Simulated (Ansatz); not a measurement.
Write a Python script for the Ansatz DFT code, driven from Python that makes a test of scalar relativity of AlP. Level of theory (for the species named): Hartree-Fock, cc-pVTZ basis, multiplicity 3.

```yaml
atoms:
  - { symbol: Al, position_ang: [0.0000, 0.0000, 0.0000] }
  - { symbol: P, position_ang: [0.0000, 0.0000, 2.2600] }
```

`run_x2c.py`
```python
# -*- coding: utf-8 -*-
"""AlP with and without the spin-free two-component Hamiltonian."""

import ansatz as az
from ase import Atoms
import numpy as np

config = {
    "functional": "hf",
}

atoms = Atoms(["Al", "P"], positions=[
    (0.0, 0.0, 0.0),
    (0.0, 0.0, 2.26),
])
geometry = az.Crystal.molecule_from_ase(atoms)

job = geometry.calculation()
job = job.functional(config["functional"])
job = job.spin("collinear", total=2).forces()
# a set contracted for a scalar-relativistic Hamiltonian goes with the relativistic run
sets = {"none": "cc-pVTZ", "scalar": "cc-pVTZ-DK"}
found = {kind: job.basis(gaussian=basis).pseudopotentials(relativity=kind).run(threads=1, pin="off").report for kind, basis in sets.items()}
for kind, each in found.items():
    dipole = 4.803205 * np.linalg.norm(each["charge_distribution"]["dipole_moment_e_ang"])
    print(f"{kind:7s} E = {each['free_energy_ev']:.4f} eV  dipole {dipole:.3f} D  largest force component {np.abs(each['forces_ev_ang']).max():.4f} eV/A")
print(f"relativity lowers the total energy by {found['none']['free_energy_ev'] - found['scalar']['free_energy_ev']:.3f} eV")
```

```console
$ python run_x2c.py
none    E = -15854.2754 eV  dipole 0.711 D  largest force component 1.5822 eV/A
scalar  E = -15888.2989 eV  dipole 0.706 D  largest force component 1.5821 eV/A
relativity lowers the total energy by 34.023 eV
```

The total moves by -34.0 eV, nearly all in the cores, and the dipole from 0.71 to 0.71 D.

What to keep in mind:
- These settings explore the input space; basis and method may be short of convergence.
- The geometry is a force-field or estimated start, not a minimum of this method. The basis set changes with the Hamiltonian (a set recontracted for scalar relativity), and most of the change in the total lies in the cores.
- The run takes the species as open-shell (spin multiplicity 3), which needn't be its ground state.
- The expectation value of S² is noticeably off S(S+1) in at least one run, so that state is spin-contaminated.
- The spin state was assumed, and another may lie lower.
- Wall time of the script: 9.2 s on 1 thread of Arm Neoverse V1 (shared host), peak memory 0.18 GiB.
